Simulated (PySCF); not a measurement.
Gas-phase reaction: AlCl + AlH3 + HCl → 2 AlH2Cl

Method: PySCF energies (xtb for GFN2) plus ideal-gas RRHO corrections (1 bar). † marks an energy on the PBE0/def2-TZVP geometry and frequencies; other levels use their own. MP2 freezes the core. All species are closed-shell singlets. AlH3, AlH2Cl: computed as isolated molecules; such fragments, hydroxides, amides, oligomers or adducts are transient or little studied in the gas. MP2 isn't extrapolated to the basis-set limit; its ΔH°(298 K) is -235.1 kJ in def2-SVP and -231.2 kJ in def2-TZVPP. The harmonic model lacks anharmonicity and excited electronic states, which grow with temperature; levels with a mode under 35 cm⁻¹ are left out.

```
level               ΔE electronic, kJ  ΔH°(298 K), kJ  ΔS°(298 K), J/K  ΔG°(1400 K), kJ
------------------  -----------------  --------------  ---------------  ---------------
BLYP/def2-TZVP†                  -198            -197             -116              -38
GFN2-xTB                         -399            -395             -114             -238
MP2/def2-TZVPP†                  -233            -231             -116              -73
PBE0/def2-QZVP†                  -221            -220             -116              -61
PBE0/def2-SVP†                   -232            -230             -116              -71
r2SCAN/def2-TZVP†                -244            -242             -116              -84
ωB97M-V/def2-TZVP†               -218            -216             -116              -57
ωB97X-V/def2-TZVP†               -236            -235             -116              -76
```
ΔH° is lowest at GFN2-xTB and highest at BLYP/def2-TZVP†. No reference value is set beside these.
